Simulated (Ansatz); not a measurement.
**H₃O+ (singlet): inputs that go wrong at a displaced geometry (v2)**

3 inputs are run for H₃O+ (singlet) as typed; the log has to tell whether the result can be used and what must change.

Computed with Ansatz 0.2.0, Gaussian basis. Level: the settings change from run to run.

13 further runs of the same task are left out: 1 for a mislabelled method, 2 that didn't finish, 10 set aside as unsound or not needed.

### Step 1. What is computed

The geometry is a PBE0/def2-TZVP stationary point (not a proven minimum) with its atoms shifted at random (size 0.100 Å).

4 atoms, charge 1, spin multiplicity 1.

Atoms are counted from 1 here; the program's logs count them from 0.

Bond lengths: O1–H2 0.825 Å, O1–H3 1.007 Å, O1–H4 1.054 Å. Angles: H2–O1–H3 115.1°, H2–O1–H4 110.3°, H3–O1–H4 110.2°.

### Step 2. Input 1

Input file in.yaml:

```yaml
crystal:
  periodic: [false, false, false]
  atoms:
    - {symbol: O, position_ang: [0.013841, 0.004929, -0.043864]}
    - {symbol: H, position_ang: [0.789841, 0.027576, 0.234958]}
    - {symbol: H, position_ang: [-0.558114, 0.790404, 0.219473]}
    - {symbol: H, position_ang: [-0.451435, -0.896221, 0.241835]}
basis:
  gaussian: {orbitals: 6-31G}
total_charge: 1
magnetization: {spin_polarized: false, initial_magnetization: 1}
correlation: {method: ccsd, electrons: outside_noble_gas}
scf: {lower_state_search: off}
```

Started as:

```sh
$ ansatz run in.yaml --threads 1 --pin off --events-out ev --progress --plain --max-ram 2176MiB
```

The program printed:

```text
Error: a molecule whose nuclei and cores have a total charge of 11 cannot have a net charge of 1 together with 1 unpaired electrons
```

Wall time 0.03 s (1 thread of Intel Xeon 6975P-C, shared host).

Diagnosis: The run was refused. The number of unpaired electrons doesn't fit the electron count. Cure: make charge and initial_magnetization agree.

### Step 3. Input 2

Input file in.yaml:

```yaml
crystal:
  periodic: [false, false, false]
  atoms:
    - {symbol: O, position_ang: [0.013841, 0.004929, -0.043864]}
    - {symbol: H, position_ang: [0.789841, 0.027576, 0.234958]}
    - {symbol: H, position_ang: [-0.558114, 0.790404, 0.219473]}
    - {symbol: H, position_ang: [-0.451435, -0.896221, 0.241835]}
basis:
  gaussian: {orbitals: cc-pVDZ}
total_charge: 1
correlation: {method: sc_nevpt2, electrons: valence, active_space: {window: {electrons: 2, orbitals: 2}, places: [1, 2]}}
scf: {lower_state_search: off}
```

The command is unchanged.

The program printed:

```text
Error: invalid value for `correlation.active_space`: name one of window, places and ras
```

Run time: 0.03 s. Hardware: 1 thread of Intel Xeon 6975P-C, shared host.

Diagnosis: The run was refused. The active space is defined twice. Cure: keep one definition.

### Step 4. Input 3

Input file in.yaml:

```yaml
crystal:
  periodic: [false, false, false]
  atoms:
    - {symbol: O, position_ang: [0.013841, 0.004929, -0.043864]}
    - {symbol: H, position_ang: [0.789841, 0.027576, 0.234958]}
    - {symbol: H, position_ang: [-0.558114, 0.790404, 0.219473]}
    - {symbol: H, position_ang: [-0.451435, -0.896221, 0.241835]}
basis:
  gaussian: {orbitals: 6-31G}
total_charge: 1
hamiltonian: {xc: pbe0}
correlation: {active_space: {window: {electrons: 2, orbitals: 2}}}
scf: {lower_state_search: full}
```

The command is unchanged.

The program printed:

```text
Error: invalid value for `correlation.active_space`: it starts from restricted Hartree–Fock orbitals; set hamiltonian.xc: hf without magnetization.spin_polarized
```

It took 0.03 s on 1 thread of Intel Xeon 6975P-C, shared host.

**Diagnosis.** The run was refused. An active space is asked on a functional's orbitals. Fix: start from Hartree-Fock.

### Step 5. Summary

```
input                level    ended                                                            cause    time
    1   CCSD on ROHF/6-31G  refused  the number of unpaired electrons doesn't fit the electron count  0.03 s
    2  NEVPT2(2,2)/cc-pVDZ  refused                                the active space is defined twice  0.03 s
    3    CASSCF(2,2)/6-31G  refused              an active space is asked on a functional's orbitals  0.03 s
```

3 refused.
